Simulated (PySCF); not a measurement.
Numbering as in the mapped SMILES `[CH:1]1=[CH:2][CH2:3][NH:4][CH2:5]1`. Each H is labelled by its parent atom.

PySCF calculation with σ from GIAO-PBE0/pcSseg-1 and coordinates at the PBE0-D3(BJ)/def2-SVP level; non-relativistic Hamiltonian, isolated molecule, rapidly exchanging positions averaged, single conformer.

Referencing at the same level of theory: TMS for 13C (184.41 ppm) and 1H (31.27 ppm); 15N (265.67 ppm) vs NH3.

```
      atoms  nucleus  count  Hirshfeld charge  δ (ppm)
         N4      15N      1             -0.18     41.3
      H(N4)       1H      1              0.11     0.40
      C3/C5      13C      2             -0.03        ?
H(C1)/H(C2)       1H      2              0.05     6.10
H(C3)/H(C5)       1H      4              0.04        ?
      C1/C2      13C      2             -0.06    139.2
```

**Question.** Complete the table.

**Answer.** 
- C3/C5: 57.6 ppm, allylic sp3 CH2 bonded to N; pulled downfield by the heteroatom
- H(C3)/H(C5): 3.60 ppm, hydrogen on an allylic sp3 CH2 bonded to N; its carbon carries N, hence the downfield position

OH and NH positions are those of a molecule without intermolecular hydrogen bonds; in solution they move with solvent, concentration and temperature, and exchange usually removes their couplings. Shifts are as computed. Against solution values, carbons near 30 ppm lie about +2 ppm off and those near 130 ppm about +5 ppm. Of 1211 compounds with measured shifts, 218 miss one by over three times the rms of a fit or turn the order of signals round; such compounds aren't used in these exercises. Experimental scales use liquid or dissolved standards, which lie at an offset from isolated NH3 (liquid NH3: subtract about 20 ppm).
